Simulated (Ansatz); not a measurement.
Working through a rigid torsion scan of C2H5B (charge +1), SMILES B[CH+][CH2]

With Ansatz 0.2.0, Python API.

The cells in order, each with its output:

In [1]:
```python
import warnings

import ansatz as az
from ase import Atoms
```

In [2]:
```python
BASIS_SET = 'cc-pVDZ'
FUNCTIONAL = 'hf'
CHARGE = 1
FMAX = 0.02
```

In [3]:
```python
warnings.simplefilter('ignore', az.DeckWarning)
```

In [4]:
```python
atoms = Atoms(['B', 'C', 'C', 'H', 'H', 'H', 'H', 'H'], positions=[
    (1.1621, 0.1428, 0.3898),
    (-0.0888, -0.6601, -0.0974),
    (-1.3644, 0.037, -0.4363),
    (2.1625, -0.4271, 0.6532),
    (1.1116, 1.3186, 0.4958),
    (-0.0285, -1.7389, -0.1902),
    (-1.1995, 0.7534, -1.2683),
    (-1.7549, 0.5742, 0.4534),
])
```

In [5]:
```python
# start the scan from a relaxed geometry
first = (
    az.Crystal.molecule_from_ase(atoms).calculation()
    .basis(gaussian=BASIS_SET)
    .functional(FUNCTIONAL)
    .charge(CHARGE)
    .spin('collinear', total=1)
    .relax(force_tolerance=FMAX, max_steps=80)
)
atoms.positions = first.run(threads=1, backend='cpu').report['positions_ang']
```

In [6]:
```python
start = atoms.get_dihedral(0, 1, 2, 6)
energies = {}
for turn in range(0, 360, 30):
    turned = atoms.copy()
    turned.set_dihedral(0, 1, 2, 6, start + turn, indices=[2, 6, 7])
    setup = (
        az.Crystal.molecule_from_ase(turned).calculation()
        .basis(gaussian=BASIS_SET)
        .functional(FUNCTIONAL)
        .charge(CHARGE)
        .spin('collinear', total=1)
    )
    energies[round((start + turn) % 360)] = setup.run(threads=1, backend='cpu').report['free_energy_ev']
floor = min(energies.values())
print('dihedral B0-C1-C2-H6 (deg)   E - E(min) (kJ/mol)')
for angle, e in sorted(energies.items()):
    print(f'{angle:8d} {96.485332 * (e - floor):14.3f}  ' + '#' * int(30 * (e - floor) / max(max(energies.values()) - floor, 1e-9)))
```
```text
dihedral B0-C1-C2-H6 (deg)   E - E(min) (kJ/mol)
      29          4.927  #
      59         43.043  #############
      89         93.212  ##############################
     119         45.478  ##############
     149          5.518  #
     179          0.000
     209          4.890  #
     239         43.012  #############
     269         93.210  #############################
     299         45.509  ##############
     329          5.558  #
     359          0.026
```

What to keep in mind:
- The scan is rigid and the energies are electronic, in a modest basis. With rigid groups the curve can differ much from the relaxed path, the start wasn't checked as a minimum of this torsion, and equivalent turns needn't return to the same energy.
- The run takes the species as open-shell (spin multiplicity 2), which needn't be its ground state.
- For an odd-electron ion, approximate functionals spread the charge over both fragments and lower the stretched end too much.
- The whole script took 36 s on 1 thread of Arm Neoverse V2 (shared host), peak memory 0.2 GiB.
